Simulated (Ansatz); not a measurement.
# FH3Si: molecular dynamics

Purpose: to follow the molecule's vibrations and see whether its bonds hold. The start is relaxed first. Runs: 500 steps of 0.5 fs under a Nosé-Hoover thermostat at 1000 K. SMILES of the start: F[SiH3].

All numbers below are computed with Ansatz 0.2.0 (RHF/6-31G).

## Step 1: The system as given

Bond lengths: Si1–H2 1.460 Å, Si1–F3 1.590 Å, Si1–H4 1.459 Å, Si1–H5 1.459 Å. Angles: H2–Si1–F3 109.5°, H2–Si1–H4 109.5°, H2–Si1–H5 109.5°, F3–Si1–H4 109.5°, F3–Si1–H5 109.5°, H4–Si1–H5 109.5°.

As a file:

```xyz
5

Si    0.0000    0.0000    0.0000
H     0.0000    0.0000    1.4600
F     1.4994    0.0000   -0.5295
H    -0.6877    1.1914   -0.4862
H    -0.6877   -1.1914   -0.4862
```

## Step 2: Relaxing the start

File input.yaml:

```yaml
crystal:
  periodic: [false, false, false]
  atoms:
    - { symbol: Si, position_ang: [0.0, 0.0, 0.0] }
    - { symbol: H, position_ang: [0.0, 0.0, 1.46] }
    - { symbol: F, position_ang: [1.4994, 0.0, -0.5295] }
    - { symbol: H, position_ang: [-0.6877, 1.1914, -0.4862] }
    - { symbol: H, position_ang: [-0.6877, -1.1914, -0.4862] }
basis:
  gaussian: { orbitals: "6-31G" }
hamiltonian:
  xc: hf
relax:
  f_tol: 0.02
  max_steps: 40
output:
  orbitals: {}
```

Run with:

```
$ ansatz run input.yaml --threads 1 --pin off --max-ram 2048MiB --backend cpu --events-out ev --progress --plain --runs-dir out
```

Further steps of the session: The run.

Q: Predict the outcome of this session. Wanted: relaxation of the start; temperature, first and last step; temperature, second half; potential energy, second half; largest change of the conserved energy; bonds formed or broken.

The runs gave:

```
                              quantity                          value
               relaxation of the start        3 moves, 0.176 eV lower
                                length            500 steps of 0.5 fs
      temperature, first and last step                 1000 and 601 K
              temperature, second half  mean 997 K, from 97 to 2080 K
         potential energy, second half    +80 meV/atom from the start
largest change of the conserved energy                  1.85 meV/atom
                bonds formed or broken                              0
```

What this shows: Against a set 1000 K the second half averages 997 K with a spread of 508 K. The conserved energy strays from its start by at most 1.85 meV/atom, 3.0 % of the mean kinetic energy, fair for a step of 0.5 fs. No bond forms or breaks. Averages from a run of 250 fs with 5 atoms are rough. The nuclei move classically, without zero-point motion, which matters most for hydrogen. In so small a basis the energies are only a sketch.
